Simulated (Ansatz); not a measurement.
Two shapes of singlet C₄H₄O.

Shape 1:

```xyz
9

O     1.1739    0.0000    0.0000
C     0.3628    1.1164    0.0000
C    -0.9497    0.6900    0.0000
C    -0.9497   -0.6900    0.0000
C     0.3628   -1.1164    0.0000
H     0.6996    2.1531    0.0000
H    -1.8315    1.3307    0.0000
H    -1.8315   -1.3307    0.0000
H     0.6996   -2.1531    0.0000
```

Shape 2:

```xyz
9

O     1.1778    0.0485    0.0115
C     0.4044    1.1052   -0.0253
C    -0.9247    0.7182    0.0329
C    -0.9979   -0.6901   -0.0134
C     0.3644   -1.0671   -0.0076
H     0.6803    2.1613    0.0454
H    -1.8656    1.3567   -0.0258
H    -1.8408   -1.3006    0.0388
H     0.6968   -2.1761    0.0443
```

Basis set: 6-31G* (spherical functions). Frozen core: 5 orbitals. Charge 0, multiplicity 1.

Computed with Ansatz (development build ahead of 0.2.0); each method stands on the lowest determinant of its kind that the runs found.

(1) Which shape is lower in energy, and by how much in each method?

Answers

(1)

```tsv
method	E(2) − E(1) (eV)
RHF	0.463
RHF-MP2	0.423
```

Shape 1 is lower.
